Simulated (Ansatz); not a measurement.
**TlNi₂S₂: a prediction, then the measurements**

These are results of Ansatz, DFT PBEsol, scalar-relativistic, plane waves, PAW, not measurements.

Plane waves to 420 eV, a k mesh through Γ of 14×14×14 on the computed 5-atom cell and Gaussian smearing (0.10 eV); no spin polarisation.

Relaxed structure, symmetry kept:

```
Tl Ni S
1.0
    -1.85558    1.85558    6.29171
     1.85558   -1.85558    6.29171
     1.85558    1.85558   -6.29171
Tl Ni S
1 2 2
Cartesian
  0.0000 0.0000 0.0000
  0.0000 1.8556 3.1459
  1.8556 0.0000 3.1459
  0.0000 0.0000 4.3575
  0.0000 0.0000 8.2260
```

```json
{"Space group": "I4/mmm (No. 139)", "Volume per atom": "17.33 Å³", "Formation energy from the elements' standard states (uncorrected)": "-0.374 eV/atom", "Kohn–Sham band gap": "none (metal)", "Density of states at the Fermi level": "4.38 states/eV per cell", "Löwdin character within 0.5 eV of the Fermi level": "Ni 3d 58 %, S 3p 31 %", "Bulk modulus": "56 GPa", "Its pressure derivative": "5.8", "Bader charges (e)": "Tl (1 in the cell) 0.54, Ni (2 in the cell) 0.40, S (2 in the cell) -0.67"}
```

Spin-orbit coupling is left out, which matters for the bands of heavy elements. Spin polarisation was left out, and a magnetic state may lie lower.

A ferromagnetic start lost its moments in a first run, so spin was left out; other magnetic orders weren't tried.

**Measured values to compare with.**

From “Superconductivity and Disorder Effect in TlNi2Se2-xSx crystals”, 2013, arxiv:1305.1033, for a bulk crystal of TlNi2S2 at 300 K: lattice constant a 3.79 Å; lattice constant c 12.77 Å.

Against the measured lattice constant a of TlNi2S2, 3.79 Å (300 K; the paper above), the calculated 3.711 Å is off by -2.1 %. The measured value has few digits, which limits the comparison. Against the measured lattice constant c of TlNi2S2, 12.77 Å (300 K; the paper above), the calculated 12.583 Å is off by -1.5 %. The calculation is for 0 K without zero-point motion. The calculated magnetic order may not be the real one, and cell, gap and energy hang on it, so these differences aren't the functional's alone.

Cost: 6 runs of about 9.8 core-minutes in all, on Intel Xeon 6975P-C (Granite Rapids) (shared hosts).